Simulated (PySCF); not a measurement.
Species: C3H3ClN2.
Structure used (GFN2-xTB), in Å, numbered top down from 1:
```xyz
9
C3H3ClN2 angstrom
Cl     2.819   -0.258    0.316
C      1.129   -0.200    0.144
C      0.358    0.895   -0.144
N     -0.925    0.424   -0.174
C     -0.866   -0.901    0.091
N      0.358   -1.305    0.286
H      0.614    1.918   -0.320
H     -1.749    0.970   -0.358
H     -1.726   -1.538    0.134
```

Theory: PySCF, TDDFT CAM-B3LYP/def2-SVPD, vertical, gas phase, core orbitals frozen in the response.

Frontier orbitals with the atoms that hold most of them (Löwdin shares over 4%, at most four atoms; ? is withheld):

| orbital | ε (eV) | atoms |
| --- | --- | --- |
| LUMO+2 | 1.84 | Cl1 48%, C3 16%, H7 10%, C2 10% |
| LUMO+1 | 1.30 | C5 22%, N4 20%, C3 19%, N6 11% |
| LUMO | 0.97 | ? |
| HOMO | -8.03 | C3 25%, C2 21%, Cl1 20%, C5 15% |
| HOMO-1 | -9.77 | N6 36%, N4 20%, Cl1 14%, C5 13% |
| HOMO-2 | -9.78 | N6 66%, C2 10%, C5 9%, Cl1 4% |
| HOMO-3 | -10.37 | Cl1 82%, C2 9%, N6 5% |

(1) Which atoms hold the LUMO, and with what shares?

(2) How does S1 compare with the orbital gap of 9.01 eV?

(3) One configuration dominates each of S1 and S2. Which, and how do the shares of the two leading atoms of either orbital change from the occupied to the empty one?

Answers

(1) H8 (bonded to N) 34%; C5 (bonded to 2 N and H) 17%; C3 (bonded to C, N and H) 15%; N4 (bonded to 2 C and H) 11%. By element: hydrogen 34% or more, carbon 32% or more, nitrogen 11% or more.

(2) S1 is at 6.09 eV (f = 0.0002), 2.92 eV below the gap, made of HOMO→LUMO (95%). Without the coupling terms of the response equations the lowest excitation would equal the gap.

(3) 
- S1 (6.09 eV, f 0.0002), HOMO→LUMO (95%): C3 25% → 15%, C2 21% → at most 11%, H8 at most 16% → 34%, C5 15% → 17%
- S2 (6.37 eV, f 0.105), HOMO→LUMO+1 (94%): C3 25% → 19%, C2 21% → at most 12%, C5 15% → 22%, N4 at most 16% → 20%

Löwdin shares depend on the basis, the more so with diffuse functions.

On one thread, Arm Neoverse V2, no GPU (shared host), this took 14 s wall.
